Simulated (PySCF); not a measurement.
## Cost of excited-state runs on Formic acid (O=CO, CH2O2)

Geometry:
| atom | x (Å) | y (Å) | z (Å) |
| --- | --- | --- | --- |
| O1 | -0.697 | 1.116 | -0.452 |
| C2 | -0.417 | -0.025 | -0.239 |
| O3 | 0.821 | -0.495 | -0.118 |
| H4 | -1.139 | -0.830 | -0.117 |
| H5 | 1.440 | 0.238 | -0.231 |

PySCF with density fitting, on 1 thread of an Arm Neoverse V1, shared host. Command: `OMP_NUM_THREADS=1 python excited_run.py task.json out`

(1) How long does each of these runs take, and how much memory?
- excited-state relaxation, BHandHLYP/6-31+G*; state S1; TDA; with frequencies; grid level 1
- excited-state relaxation, BHandHLYP/6-31+G*; state T1; TDA; grid level 1
- excited-state relaxation, BHandHLYP/6-31+G*; state T1; UKS; with frequencies; grid level 1

## Answers

(1) 
| run | level | basis functions | wall time | peak memory (GiB) |
| --- | --- | --- | --- | --- |
| excited-state relaxation | BHandHLYP/6-31+G* | 58 | 62 s | 0.3 |
| excited-state relaxation | BHandHLYP/6-31+G* | 58 | 18 s | 0.31 |
| excited-state relaxation | BHandHLYP/6-31+G* | 58 | 41 s | 0.3 |

Times from a shared host are rough.
